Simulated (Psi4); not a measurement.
Reaction (SMILES): [C-]#[NH+] (C-NH) + 3 [H][H] (H2) → C (CH4) + N (NH3)
B3LYP-D3(BJ)/def2-TZVP geometries, fixed; electronic energies without zero-point terms.
Largest species:
```
C
H 1 1.0892
H 1 1.0892 2 109.47
H 1 1.0892 2 109.47 3 120.00
H 1 1.0892 2 109.47 3 -120.00
```

Basis-set convergence of the energy of full hydrogenation at PBE0 with Psi4. All functions are spherical. Density fitting with the program's default auxiliary sets. Psi4's default fitting sets serve the pcseg sets less well. No added dispersion term, no relativity. Functions are those of the species that has most. Reference: the value in aug-cc-pVQZ, -102.13 kcal/mol, itself unsure by roughly 0.34 kcal/mol (its mean distance from def2-QZVPPD, def2-QZVPP, cc-pVQZ). Deviations are taken from unrounded values. Cost is core time over that of pcseg-0, rough, on shared machines of one kind.

```
basis        functions  cost
-----------  ---------  ----
pcseg-0             20    1×
pcseg-1             34    1×
aug-pcseg-1         59  0.8×
pcseg-2             86    1×
aug-pcseg-2        138    2×
pcseg-3            192    2×
aug-pcseg-3        281    5×
```

Problem. Which is the smallest pcseg set listed that can be trusted to 4 kcal/mol here, that is, within that of the reference together with its larger relatives (same family, alike in diffuse functions; a set with none to test it counts only in the reference's own line)?

Solution. The smallest set listed that lies within 4 kcal/mol of the reference with all its larger relatives (same family, alike in diffuse functions; a set with none counts only in the reference's own line) is pcseg-1 (34 functions, 1× in cost, 2.53 kcal/mol off). Value minus reference: pcseg-0 6.55, pcseg-1 2.53, aug-pcseg-1 -1.03, pcseg-2 0.01, aug-pcseg-2 -0.39, pcseg-3 0.04, aug-pcseg-3 0.03 kcal/mol.
